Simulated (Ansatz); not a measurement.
Basis-set series for BFH₃N (`NBF`). Total charge 0; spin multiplicity 1. Geometry: relaxed with PBE0-D4/def2-TZVP. It is one conformer, not always the lowest.

```csv
functional,basis,functions,energy (Eh),HOMO (eV),LUMO (eV)
PBE0-D4,def2-TZVPP,135,-181.23491,-8.58,0.92
PBE0-D4,def2-QZVPP,261,-181.24531,-8.61,0.75
ωB97M-V,def2-TZVPP,135,-181.36976,-10.99,2.27
ωB97M-V,def2-QZVPP,261,-181.37956,-11.02,1.89
```

**Question.** Give the rows for def2-SVP. (Best estimate.)

**Answer.** Computed: 
```json
{"functional": "PBE0-D4", "basis": "def2-SVP", "functions": "57", "energy (Eh)": "-181.01746", "HOMO (eV)": "-8.38", "LUMO (eV)": "1.35"}
{"functional": "ωB97M-V", "basis": "def2-SVP", "functions": "57", "energy (Eh)": "-181.14589", "HOMO (eV)": "-10.78", "LUMO (eV)": "3.46"}
```

Positive LUMOs are unbound and depend on the basis.
